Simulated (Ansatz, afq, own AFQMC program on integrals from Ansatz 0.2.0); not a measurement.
## Where AFQMC and coupled cluster stand for GeH2, singlet

```xyz
3

Ge    0.0000   -0.0303    0.0000
H     0.0000    1.0906   -1.1335
H     0.0000    1.0906    1.1335
```

Basis cc-pVDZ. Noble-gas cores (and the filled d shells of Ga–Kr and In–Xe) are frozen. AFQMC by an in-house program on the Cholesky factors that Ansatz 0.2.0 writes for its CCSD(T) run. ph-AFQMC/CISD is guided by a CISD state made of CCSD amplitudes; releasing the constraint for a short imaginary time cuts its bias at the price of noise, slowly where states lie close. Error bars are statistical, one sigma. No spin–orbit coupling.

Determinant: RHF, the one that the program's search chose, which needn't be the lowest solution. The geometry is a PBE0/def2-TZVP stationary point of this or a neighbouring charge and spin state.

Full CI on the same integrals is exact in this basis and with this determinant's frozen core.

Cautions: no relativity below Rb; no spin-orbit coupling; inner d shell frozen; restricted determinant unstable towards unrestricted (UHF 27 meV lower, ⟨S²⟩ 0.23).

- T1 diagnostic: 0.0129
- weight of the determinant in the CISD state: 0.917
- size of the correlated space: 6 electrons in 23 orbitals

```
  level  correlation energy (eV)
    MP2                  -2.2778
   CCSD                  -2.9954
CCSD(T)                  -3.0497
```

Task: Estimate where phaseless AFQMC with a CISD trial lies against CCSD(T) on the same integrals.

Result: 0.32 ± 0.03 kcal/mol below CCSD(T).

Reference: full CI, correlation energy -3.066 eV. The released energy is read at 2.40 1/Eh (meV from the phaseless value at times in 1/Eh: -0.7 ± 1.1 at 0.24, -1.3 ± 1.2 at 0.51, -2.5 ± 0.9 at 0.99, -3.1 ± 0.9 at 1.62, -3.4 ± 1.2 at 2.40).

```csv
level,E − E(reference) (kcal/mol),share of correlation (%)
CCSD(T),0.38,99.46
CCSDT,0.06,99.91
CCSDT(Q),0.01,99.98
CCSDTQ,0.00,100.00
ph-AFQMC/HF,-0.69 ± 0.47,100.98
ph-AFQMC/CISD,0.06 ± 0.03,99.91
released AFQMC,-0.02 ± 0.03,100.03
```

CCSDT and higher add their correlation energy to the determinant of the CCSD(T) run, since their own runs factorise the integrals more tightly (a shift of under 2 meV). A walk keeps the symmetry of its determinant, which the program's search chose and which needn't be the lowest solution, so a lower state of the same spin and another symmetry isn't excluded. Released energies are given only where the last usable release times agree within the noise; a slower fall can still hide under it.
